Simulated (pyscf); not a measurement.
Thermochemistry of product channels of 1,3-butadiene (H₂C=CH–CH=CH₂) + H atom (H•) on the doublet surface, in kJ/mol, from ωB97M-D3(BJ)/def2-TZVP energies (ideal gas, 1 atm, RRHO with modes under 100 cm⁻¹ raised to 100, one conformer, R ln 2 for chiral ones without a mode under 150 cm⁻¹). Structures and frequencies: ωB97X-D3(BJ)/def2-SVP in PySCF.

| products | ΔE | ΔH(298 K) | ΔG(900 K) | ΔG(1200 K) |
|---|---|---|---|---|
| H₂C=CH–CH•–CH₃ | -218.5 | -199.4 | -113.2 | -82.9 |
| •H₂C–CH₂–CH=CH₂ | -142.9 | -125.2 | -47.8 | -20.7 |

These are energies of the channels, which say nothing of barriers. •H₂C–CH₂–CH=CH₂ lies 75.6 kJ/mol over its isomer •H₂C–CH=CH–CH₃ (electronic energy, ωB97M-D3(BJ)/def2-TZVP).
